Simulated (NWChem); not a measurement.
## Lowest excitation of methylamine (CH$_{5}$N)

SMILES: CN
```xyz
7

C     -0.0874     0.6904     0.0000
N      0.1968    -0.7279     0.0000
H      0.3730     1.1640    -0.8817
H      0.3730     1.1640     0.8817
H     -1.1606     0.9771     0.0000
H     -0.2194    -1.1763    -0.8133
H     -0.2194    -1.1763     0.8133
```
Charge 0, spin multiplicity 1.

All runs are NWChem calculations. The geometry was optimised at PBE0/def2-SVP, a minimum by its harmonic frequencies.

Basis set: def2-SVPD.

```
method        lowest vertical singlet excitation energy (eV)  relative cost  difference from EOM-CCSD
------------  ----------------------------------------------  -------------  ------------------------
TD-BHandHLYP                                            6.61        under 3                     +0.16
TD-B3LYP                                                5.97        under 3                     -0.48
CIS                                                     7.53              1                     +1.08
TD-PBE                                                  5.54        under 3                     -0.91
EOM-CCSD                                                6.45              4                      0.00
```

The values span 1.99 eV, from TD-PBE (lowest) to CIS (highest). Relative cost: rough, from shared machines, SCF included, CIS = 1.

The correlated methods keep 2 core orbitals frozen. B3LYP has NWChem's definition, with VWN1-RPA local correlation. No row is a measurement; the coupled-cluster row has its own basis-set and correlation limits.
